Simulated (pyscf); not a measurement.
Structures and frequencies: ωB97X-D3(BJ)/def2-SVP in PySCF. Correlated levels are frozen-core, on RHF or UHF. ΔMP2 is the change of the MP2 total energy from the triple- to the quadruple-zeta basis.

### Question
Estimate by transition-state theory (the high-pressure limit) the rate constant of F–Sn:–F (SMILES [F][Sn][F]) [singlet] + NH₃ (SMILES N) → H₂N–SnH(F)–F (SMILES [NH2][SnH]([F])[F]) (singlet surface; H–N broken, N–Sn, H–Sn formed) at 900 K, with CCSD(T)/def2-TZVPP + ΔMP2(QZVPP) energies (ideal gas, 1 atm, RRHO with modes under 100 cm⁻¹ raised to 100, one conformer, R ln 2 for chiral ones without a mode under 150 cm⁻¹; no tunnelling).

### Answer
The electronic barrier is 58.2 kcal/mol and the thermal terms add +24.9, so ΔG‡ = 83.2 kcal/mol. With k_BT/h = 1.88e+13 s⁻¹ and RT = 1.788 kcal/mol, and a volume of 1.23e-19 cm³ per molecule at 1 atm, k = 1.5e-26 cm³ molecule⁻¹ s⁻¹. The product is born with the 47 kcal/mol of the reverse barrier and needs collisions to keep. Wigner's tunnelling factor for 1341i cm⁻¹ would be 1.19. A shift of 1 kcal/mol in the barrier changes k by a factor 1.7. On the reactant side the descent ends in an adduct with a N–Sn contact, 24.9 kcal/mol under the separated species and 83.5 kcal/mol under the saddle at ωB97X-D3(BJ)/def2-TZVP. What is counted as formed (N–Sn) is already present as a longer contact in the reactant adduct; forming that adduct is a step of its own. One saddle was located; it need not be the lowest between these sides. The CCSD(T) − MP2 part came from Ansatz, without density fitting, on the same reference. The frozen core leaves the outer d or s,p core shells of the metals and heavy elements correlated in the MP2 and CC values, and def2-TZVPP describes them poorly, which can shift differences by a few kcal/mol. Elements past Kr carry the def2 core potentials, without spin-orbit coupling.
